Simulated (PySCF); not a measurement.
Stepwise substitution at one centre (Si C2H5-H). Isolated molecules, 0 K electronic values unless said otherwise. One relaxed conformer stands for each flexible species; it need not be the lowest. Strings in code marks are SMILES. All members: neutral, multiplicity 1. Level: B3LYP-D3(BJ)/def2-TZVP // B3LYP-D3(BJ)/def2-SVP (PySCF). B3LYP has the VWN-RPA correlation part, as in Gaussian. Delta-SCF ions had no search for a lower state.  The removal energy is E(N − 1 electrons) − E(N electrons) at the parent's geometry; ε(HOMO) is measured against the vacuum level.

| species | −ε(HOMO) (eV) | vertical ionisation energy (Delta-SCF) (eV) |
|---|---|---|
| `CC[Si](CC)(CC)CC` | 7.47 | 9.21 |
| `CC[SiH](CC)CC` | 7.65 | withheld |
| `CC[SiH2]CC` (C–C–Si–C torsion 180°, C–Si–C–C torsion 180°) | 7.84 | 9.86 |
| `CC[SiH3]` | 8.30 | 10.65 |
| `[SiH4]` | 9.65 | 12.44 |

Q: Fit vertical ionisation energy (Delta-SCF) = a + b·x to the 4 complete rows by least squares, with x = −ε(HOMO) in eV. Give a, b and the rms residual, and predict the withheld value.

A: Means of the 4 rows: x̄ = 8.315, ȳ = 10.54 eV. Σ(x − x̄)² = 2.7221 and Σ(x − x̄)(y − ȳ) = 3.9817, so b = 1.463 and a = ȳ − b·x̄ = -1.625 eV. The rms residual is 0.086 eV. At x = 7.65 the line gives 9.57 eV. The run for `CC[SiH](CC)CC` gave 9.55 eV, so the line is off by 0.02 eV, within twice the rms residual.

Codes: PySCF.
